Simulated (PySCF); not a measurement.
Potential energy of SF along the bond

Set-up: basis S def2-TZVP, F def2-TZVP; no relativity; PySCF 2.14. Energies in eV from S + F in their ground configurations at the same level. All curves are PBE0. state 1: ²Π (doublet), unpaired electrons π ↑; state 2: ⁴Σ⁻ (quartet), unpaired electrons σ ↑, π ↑↑, a second solution, started from another occupation.

```
R (Å)  state 1  state 2
1.375   -2.427    1.040
1.439   -3.115    0.173
1.503   -3.488   -0.450
1.551   -3.617   -0.801
1.599   -3.650   -1.075
1.647   -3.609   -1.285
1.711   -3.470   -1.485
1.791   -3.203   -1.629
1.887   -2.802   -1.680
2.015   -2.208   -1.605
```

Put a parabola through the three lowest points of the state 1 curve and estimate Re, k and ωe (reduced mass 11.92 u; 1 eV/Å² = 0.16022 mdyn/Å; ωe = 1302.8·√(k/μ) cm⁻¹).

Through R = 1.551, 1.599, 1.647 Å the second-order coefficient is 16.1 eV/Å², so Re ≈ 1.596 Å, k ≈ 5.15 mdyn/Å and ωe ≈ 856 cm⁻¹. A polynomial fit of higher order to the unrounded PBE0 energies gives Re = 1.594 Å, k = 5.24 mdyn/Å, ωe = 864 cm⁻¹; anharmonicity and rounding make the difference.

The higher-order fit for each curve: state 1: Re = 1.594 Å, ωe = 864 cm⁻¹, De = 3.65 eV; state 2: Re = 1.884 Å, ωe = 489 cm⁻¹, minimum 1.68 eV below the ground-state fragments.

The state is the lowest determinant that a PBE0 search found; another state may lie lower at other levels.
